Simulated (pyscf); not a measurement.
7 gas-phase steps of one pattern: four-centre exchange on the singlet surface, H–H + O–Si broken and H–O + H–Si formed. Structures and frequencies: ωB97X-D3(BJ)/def2-SVP in PySCF. Electronic energies in kcal/mol, from the separated reactants; ΔE‡ at ωB97M-D3(BJ)/def2-TZVP, beside the barrier at PBE/def2-TZVP on the same structures. Rows were drawn at random from the steps of this pattern with a verified saddle, stable references and no exit in the data more than 5 kcal/mol lower.

```tsv
row	step	ΔE‡(PBE)	ΔE‡
1	HO–SiH₂–Si(F)(SiH₃)–SiH₃ + H₂ → F–Si(SiH₃)(SiH₃)–SiH₃ + H₂O	44.3	50.0
2	HO–SiH₂–Si(SiH₃)(SiH₃)–Cl + H₂ → H₃Si–Si(SiH₃)(SiH₃)–Cl + H₂O	44.1	49.9
3	H₃C–Al(OH)–O–Al(OH)–O–SiH₃ + H₂ → H₃C–Al(OH)–O–Al(OH)–OH + SiH₄	42.6	48.0
4	H₂N–Si(NH₂)(OH)–Cl + H₂ → H₂N–SiH(NH₂)–Cl + H₂O	50.5	56.3
5	HO–Si(OH)(OH)–OH + H₂ → HO–SiH(OH)–OH + H₂O	47.4	53.4
6	HO–SiH₂–O–Si(OH)(OH)–F + H₂ → HO–Si(OH)(OH)–F + HO–SiH₃	49.6	?
7	HO–SiH₂–O–Ti(Cl)(Cl)–Cl + H₂ → HO–Ti(Cl)(Cl)–Cl + HO–SiH₃	49.7	56.0
```

Problem. From a straight line through the complete rows, estimate the missing barrier and say how far the line can be trusted.

Solution. Over the 6 complete rows the means are +46.4 (ΔE‡(PBE)) and 52.3 (ΔE‡); least squares gives b = 1.07 and a = 2.6 kcal/mol, with residuals of 0.2 kcal/mol (root mean square; largest 0.3, row 4). For row 6: 2.6 + 1.07 × (+49.6) = 55.7 kcal/mol. The computed barrier is 57.1 kcal/mol, 1.4 over the line. The line follows the complete rows closely but misses this one by more than their scatter. Each barrier is that of the saddle found.
